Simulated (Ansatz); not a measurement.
Chalcopyrite ZnGeP₂ was calculated with PBEsol-D3(BJ) in Ansatz (PAW).

Numerical settings: plane-wave cutoff 520 eV, 10×10×10 k mesh, Fermi–Dirac smearing 0.01 eV, scalar-relativistic PAW data made under PBE.

The volume scan:

```json
[
 {"V (Å³/atom)": "18.384", "E − E_lowest (meV/atom)": "9.19", "P (GPa)": "4.00"},
 {"V (Å³/atom)": "18.767", "E − E_lowest (meV/atom)": "2.21", "P (GPa)": "1.89"},
 {"V (Å³/atom)": "19.150", "E − E_lowest (meV/atom)": "0.00", "P (GPa)": "0.00"},
 {"V (Å³/atom)": "19.533", "E − E_lowest (meV/atom)": "2.07", "P (GPa)": "-1.70"},
 {"V (Å³/atom)": "19.916", "E − E_lowest (meV/atom)": "7.97", "P (GPa)": "-3.21"}
]
```

Problem. Estimate the bulk modulus from the pressures at 18.767 and 19.533 Å³/atom, and compare it with a fit to all energies.

Solution. B = −V dP/dV. Between V = 18.767 and 19.533 Å³/atom, dP/dV = (-1.70 − (1.89))/(19.533 − 18.767) = -4.69 GPa per Å³/atom; at the midpoint 19.150 Å³/atom this gives B ≈ 89.7 GPa. The third-order Birch–Murnaghan fit gives V0 = 19.149 Å³/atom, B0 = 89.4 GPa, B′ = 4.5, which lies within 1 % of that estimate.

Shape and atoms are relaxed at each volume.

Measured, for comparison: bulk modulus 79 GPa (room temperature, not corrected to a static lattice; as tabulated in Isothermal phase behavior of Ag3SbS3, ZnGeP2, and ZnS (abstract)). Computed (rounded) less measured: bulk modulus +13 %.

Note: the bulk modulus comes from volumes at which shape and atoms were relaxed.

Computed values are for the static lattice.

The result took about 20 core-minutes (a rough figure).

Ansatz is a first-principles code.
